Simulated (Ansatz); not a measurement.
Results of r²SCAN (PAW; Ansatz, a program for electronic structure) for 2H MoS2.

Numerical settings: plane-wave cutoff 500 eV, 12×12×4 k mesh (along the axes of the cell as run), gaussian smearing 0.02 eV, scalar-relativistic PAW data made under PBE.

Computed at the level's own relaxed cell.

Q: Predict the equilibrium volume per atom, lattice parameter a and c axis length.

A: 
- equilibrium volume per atom: 19.01 Å³/atom
- lattice parameter a: 3.184 Å
- c axis length: 12.987 Å

Measured, for comparison: lattice constant a 3.16 Å, lattice parameter c 12.294 Å (300 K, not corrected to a static lattice; as tabulated in arXiv:1605.07067). Computed (rounded) less measured: lattice constant a +0.8 %, lattice parameter c +5.6 %.

Note: the cell comes from a level without a dispersion term, which matters for the spacing of layers, chains or molecules; the cell has widely spaced layers and the level no dispersion term, so their spacing and the moduli can rest on weak binding.

The result took very roughly 3 core-minutes.
